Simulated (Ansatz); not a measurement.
Mulliken charges of C$_{4}$H$_{4}$O$_{2}$ (`C#CCC(=O)O`) from PBE/def2-TZVPP in Ansatz (PBE0-D4/def2-TZVP geometry).

```json
{"atom": "C1", "x (Å)": "-1.741", "y (Å)": "-1.645", "z (Å)": "-0.765", "charge (e)": "0.133"}
{"atom": "C2", "x (Å)": "-0.758", "y (Å)": "-1.101", "z (Å)": "-0.348", "charge (e)": "-0.342"}
{"atom": "C3", "x (Å)": "0.439", "y (Å)": "-0.465", "z (Å)": "0.157", "charge (e)": "-0.218"}
{"atom": "C4", "x (Å)": "0.373", "y (Å)": "1.047", "z (Å)": "0.186", "charge (e)": "0.219"}
{"atom": "O5", "x (Å)": "-0.544", "y (Å)": "1.730", "z (Å)": "-0.159", "charge (e)": "-0.230"}
{"atom": "O6", "x (Å)": "1.526", "y (Å)": "1.542", "z (Å)": "0.668", "charge (e)": "-0.219"}
{"atom": "H7", "x (Å)": "-2.620", "y (Å)": "-2.117", "z (Å)": "-1.136", "charge (e)": "0.205"}
{"atom": "H8", "x (Å)": "0.660", "y (Å)": "-0.804", "z (Å)": "1.175", "charge (e)": "0.122"}
{"atom": "H9", "x (Å)": "1.312", "y (Å)": "-0.745", "z (Å)": "-0.441", "charge (e)": "0.122"}
{"atom": "H10", "x (Å)": "1.437", "y (Å)": "2.505", "z (Å)": "0.667", "charge (e)": "0.208"}
```

Question: By hand: the dipole of these point charges (1 e Å = 4.8032 D).

Answer: Σ q r = (-0.193, -0.349, -0.091) e Å, of length 0.409 e Å = 1.96 D.

Question: How does the dipole of the full density compare? (Estimate.)

Answer: The calculation gave: (0.354, -0.074, 0.140) e Å, 1.86 D; the point charges give 1.05 times that, at 110° from its direction.

Point charges leave out the atoms' own dipoles, such as those of lone pairs, and Mulliken's split depends on the basis, so the two needn't agree.
